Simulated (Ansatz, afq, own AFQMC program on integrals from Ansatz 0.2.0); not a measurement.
Integrals from Ansatz 0.2.0, then the random walk in our own AFQMC program (afq).

```yaml
crystal:
  periodic: [false, false, false]
  atoms:
    - {symbol: Al, position_ang: [-0.005201, -0.082849, 0.620643]}
    - {symbol: N, position_ang: [-0.005201, 0.037648, -1.143396]}
    - {symbol: H, position_ang: [-0.005201, 1.352027, 1.353925]}
    - {symbol: H, position_ang: [0.216706, 0.342585, -2.078850]}
basis:
  gaussian: {orbitals: cc-pVDZ}
magnetization: {spin_polarized: true, initial_magnetization: 2}
correlation: {method: ccsd_t, electrons: outside_noble_gas, hamiltonian_folder: ham}
```

```sh
$ ansatz run in.yaml --threads 1 --pin off --events-out ev --progress --plain --max-ram 1382MiB
```

afq runs on the folder ham with

```
--method phaseless --trial hf --walkers 120 --populations 1 --least-time 40 --time-step 0.005 --steps-per-block 20 --equilibration-blocks 112 --max-blocks 600 --target-error 0.00114 --factor-cut 1e-05 --start spin_pure --seed 8810 --taylor-order 6
```

Times are imaginary, in 1/Eh. The walk had a cap of 1086 s.

afq prints:

```
orbitals 36  electrons 6 4  factors 265 of 404
reference energy -297.46375682 Eh
CCSD correlation -0.20776040 Eh in 18 cycles, weight of the determinant in the CISD state 0.9022
energy of the start -297.464129 Eh
 block  time / (1/Eh)  mean weight  energy / Eh
     1     0.100  1.0020  -297.518243
     2     0.200  1.0026  -297.552627
     3     0.300  1.0007  -297.572167
     4     0.400  1.0037  -297.591434
     5     0.500  1.0018  -297.594826
     8     0.800  1.0000  -297.640118
    18     1.800  0.9991  -297.662693
    69     6.900  1.0015  -297.675483
   120    12.000  0.9996  -297.684294
   171    17.100  0.9998  -297.700373
   222    22.200  1.0034  -297.691365
   273    27.300  1.0000  -297.653036
   324    32.400  1.0011  -297.696341
   375    37.500  1.0000  -297.681859
   426    42.600  1.0001  -297.681406
   460    46.000  1.0006  -297.638437
   477    47.700  0.9985  -297.686535
   528    52.800  0.9999  -297.692590
   579    57.900  1.0001  -297.652323
   630    63.000  0.9998  -297.683153
   681    68.100  1.0004  -297.702948
   698    69.800  0.9995  -297.659040
blocks merged  error / Eh  count
     1  0.000751  600
     2  0.000998  300
     4  0.001301  150
     8  0.001596  75
    16  0.001991  37
    32  0.002324  18
    64  0.002554  9
energy -297.675774 +/- 0.002324 Eh
(rows thinned)
```

The run passed its tests (sampling time, drift between the halves within three errors, error under three times the target), which doesn't prove that it has relaxed.

Against this walk (error 63.2 meV) on the same determinant: CCSD(T) 18.8 meV lower (within the noise), CCSDT(Q) 61.3 meV lower (within the noise), a separate phaseless walk with a CISD trial and standard settings 33.9 ± 64.0 meV lower (within the noise). The error is statistical and leaves out the bias of the constraint.

Cautions: constraint bias not in the error; error above the target (63.2 against 31.0 meV); lower spins were not checked.

The walk took 3 min on 1 thread of Intel(R) Xeon(R) Platinum 8488C (Sapphire Rapids), with other jobs on the host. The log's last line is the phaseless energy.

CCSDT and higher add their correlation energy to the determinant of the CCSD(T) run, since their own runs factorise the integrals more tightly (a shift of under 2 meV).
